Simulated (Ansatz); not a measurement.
# AlHO (singlet): the correlation ladder at distance Al1–H3 = 1.568 Å, 6-31G

An exercise on one series of results from a longer session: the logs are not shown, and one member is left open.

Method: 6-31G, core rule «outside noble gas», up to 6 orbitals frozen; program: Ansatz 0.2.0, Gaussian basis.

Plan: UHF; CCSD(T) on RHF; BCCD(T) on RHF; CISD; CCSDT(Q) on RHF; CISDTQ; CCSDTQ on RHF; CASSCF and MRCISD+Q, 2 electrons in 2 orbitals; CASSCF and NEVPT2, 2 electrons in 2 orbitals; Full CI.

24 further runs of the same task are left out: 6 for a known fault of the program, 2 for a mislabelled method, 9 that didn't finish, 7 set aside as unsound or not needed.

## The geometry

The geometry derives from a PBE0/def2-TZVP stationary point (not a proven minimum). One bond is set to the value named and the two fragments are kept rigid.

3 atoms, charge 0, spin multiplicity 1.

Atoms are counted from 1 here; the program's logs count them from 0.

Bond lengths: Al1–O2 1.594 Å, Al1–H3 1.568 Å. Angles: O2–Al1–H3 180.0°.

Set-up of the first run:

The input, in.yaml:

```yaml
crystal:
  periodic: [false, false, false]
  atoms:
    - {symbol: Al, position_ang: [0.000000, 0.000000, 0.008471]}
    - {symbol: O, position_ang: [0.000000, 0.000000, -1.585277]}
    - {symbol: H, position_ang: [0.000000, 0.000000, 1.576806]}
basis:
  gaussian: {orbitals: 6-31G}
magnetization: {spin_polarized: true, initial_magnetization: 0}
hamiltonian: {xc: hf}
output: {orbitals: {seedname: orbitals}}
```

Launch:

```bash
ansatz run in.yaml --threads 1 --pin off --events-out ev --progress --plain --max-ram 2393MiB
```

Steps of the session up to this table: UHF; CCSD(T) on RHF; BCCD(T) on RHF; CISD; CCSDT(Q) on RHF; CISDTQ; CCSDTQ on RHF; CASSCF and MRCISD+Q, 2 electrons in 2 orbitals; CASSCF and NEVPT2, 2 electrons in 2 orbitals; Full CI.

One table of the session follows, with a row left open; its other results are not shown here.

| method | from FCI (kJ/mol) |
| --- | --- |
| RHF | +533.1 |
| RMP2 | +16.5 |
| CISD | +65.8 |
| RCCSD | +31.5 |
| RCCSD(T) | +4.3 |
| BCCD(T) | +2.7 |
| RCCSDT | +2.4 |
| CISDTQ | ? |
| RCCSDT(Q) | -2.1 |
| RCCSDTQ | -0.8 |
| CASSCF pair | +472.5 |
| NEVPT2 pair | +25.0 |
| MRCISD pair | +56.0 |
| MRCISD+Q pair | +16.3 |
| FCI | 0 |

Q: Estimate the row for CISDTQ from the others.

As computed: from FCI (kJ/mol): +5.1. In the column «from FCI (kJ/mol)» it lies between RCCSD(T) (+4.3) and MRCISD+Q pair (+16.3).

Caveats from the session: RCCSDT(Q), RCCSDTQ fall below full CI, which methods that aren't variational can do.
